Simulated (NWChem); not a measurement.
Species: CH$_{3}$ cation

```xyz
4

C      0.0000     0.0000     0.0000
H      0.7807     0.7807     0.0000
H      0.2858    -1.0664     0.0000
H     -1.0664     0.2858     0.0000
```
Atoms are numbered in this order, from 1.

STO-3G and 3-21G are far too small for this property and stand as cheap habits. Structure relaxed at the PBE0/def2-SVP level.

Question: Give the principal values of the shielding tensors (ppm) of C1 from Hartree-Fock/STO-3G, GIAO (NWChem), with their diamagnetic and paramagnetic parts as GIAO splits them.

Answer: 
| atom | σ11 | σ22 | σ33 | isotropic | diamagnetic | paramagnetic |
|---|---|---|---|---|---|---|
| C1 | -230.4 | -230.4 | 228.5 | -77.5 | 247.1 | -324.6 |
